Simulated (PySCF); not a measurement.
N2. Atoms are numbered in the order given.

```xyz
2

N      0.0000     0.0000    -0.5447
N      0.0000     0.0000     0.5447
```

Geometry: PBE0-D3(BJ)/def2-TZVPD.

Lowest vertical singlet excitation by several levels in PySCF, with rough processor times relative to the cheapest run on one machine. Each run also gave further roots (ADC and EOM-CCSD ionised and attached states too); roots are paired by order and the bases differ. EOM-CCSD serves as a yardstick, not as the true value; all levels that ended soundly for this molecule are listed, with differences from unrounded values.

```csv
level,relative cost
TDA-PBE/def2-TZVPD,1
EOM-CCSD/aug-cc-pVDZ,2
TDA-ωB97X/def2-TZVPD,2
TDA-M06-2X/def2-TZVPD,7
ADC(3)/aug-cc-pVDZ,9
```

Computed S1 at each level and its distance from EOM-CCSD:
```
level                  S1 (eV)  S1 minus EOM-CCSD (eV)
---------------------  -------  ----------------------
TDA-PBE/def2-TZVPD        9.38                   -0.27
EOM-CCSD/aug-cc-pVDZ      9.65                    0.00
TDA-ωB97X/def2-TZVPD      9.52                   -0.13
TDA-M06-2X/def2-TZVPD     8.82                   -0.83
ADC(3)/aug-cc-pVDZ        9.45                   -0.20
```
